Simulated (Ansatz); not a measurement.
Take Ta in the bcc (W type) structure (space group Im-3m, No. 229; a = 3.3196 Å) as the base.

Level of theory: PBE/PAW in Ansatz (an electronic-structure program), no spin-orbit coupling.

| level | lattice parameter a |
|---|---|
| PBE | 3.320 Å |

Question: From these computed values, estimate the measured ones, and say how each level misses.

Answer: Measured: lattice parameter a 3.299 Å (static lattice; corrected from measurement; as listed in Daniel Mejia-Rodriguez, S. B. Trickey, Phys. Rev. B (2018)). Computed minus measured — lattice parameter a: PBE +0.6 %.

Stability against distortions was not tested. All final runs are without spin polarisation.
